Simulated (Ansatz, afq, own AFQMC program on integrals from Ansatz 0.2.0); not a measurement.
## Where AFQMC and coupled cluster stand for CH$_{2}$N, quartet

```xyz
4

N    -0.0336   -0.1463    0.7399
C     0.1300    0.1148   -0.8346
H    -0.3163    0.8311    1.2768
H    -0.7652   -0.1660   -1.6140
```

Connectivity, by distances: NH–CH.

Basis cc-pVDZ. Only valence electrons are correlated. AFQMC by an in-house program on the Cholesky factors that Ansatz 0.2.0 writes for its CCSD(T) run. The CISD trial takes its coefficients from CCSD amplitudes. Released means that phaseless walkers are propagated on without the constraint, phases kept. Uncertainties: one standard error, sampling alone.

Determinant: UHF, the one that the program's search chose, which needn't be the lowest solution. The geometry is a point of a scan.

No full CI on the walks' own integrals is used here; CCSDT(Q) serves as the reference and is uncertain by about the last step of the cluster series.

Cautions: lower spins were not checked.

```
T1 diagnostic                               : 0.0199
weight of the determinant in the CISD state : 0.891
⟨S²⟩ of the determinant                     : 3.765
size of the correlated space                : 11 electrons in 36 orbitals
```

| level | correlation energy (eV) |
| --- | --- |
| MP2 | -6.0917 |
| CCSD | -7.0249 |
| CCSD(T) | -7.2160 |

(1) Estimate where AFQMC with the constraint released lies against CCSD(T) on the same integrals.

(1) 4.3 ± 1.6 kJ/mol below CCSD(T).

Reference: CCSDT(Q), correlation energy -7.262 eV. The released energy is read at 2.40 1/Eh (meV from the phaseless value at times in 1/Eh: -10 ± 14 at 0.24, -9 ± 11 at 0.51, -14 ± 10 at 0.99, -42 ± 16 at 1.62, -16 ± 17 at 2.40).

```tsv
level	E − E(reference) (kJ/mol)	share of correlation (%)
CCSD(T)	4.4	99.37
CCSDT	1.5	99.79
ph-AFQMC/CISD	1.7 ± 1.2	99.76
released AFQMC	0.2 ± 1.6	99.98
```

Released energies are given only where the last usable release times agree within the noise; a slower fall can still hide under it.
